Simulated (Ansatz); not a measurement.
CH6MgSi: structure from calculated spectroscopic constants

These gas-phase data were calculated for one isomer of CH6MgSi at PBE0-D3(BJ)/def2-SVP (harmonic, unscaled wavenumbers; equilibrium rotational constants with average atomic masses):

```
rotational constants            : 15.82, 2.932, 2.587 GHz
all wavenumbers above 1500 cm⁻¹ : 3163, 3163, 3057, 2162, 2161, 1594
```

Candidates:

(1) `[MgH][CH2][SiH3]`, a singlet
(2) `C[SiH2][MgH]`, a singlet

Q: Which candidate do the data belong to?

A: Candidate (2). 2 modes lie between 2000 and 2380 cm⁻¹, one for each Si–H bond, while (1) has 3.

The same quantities for all candidates:

```
     rotational constants (GHz)         wavenumbers above 1500 cm⁻¹  E above the lowest, PBE0-D3(BJ)/def2-SVP (kcal/mol)
(1)         21.14, 2.908, 2.678  3114, 3047, 2196, 2189, 2188, 1613                                                  5.5
(2)         15.82, 2.932, 2.587  3163, 3163, 3057, 2162, 2161, 1594                                                  0.0
```

Programs: Ansatz 0.2.0.
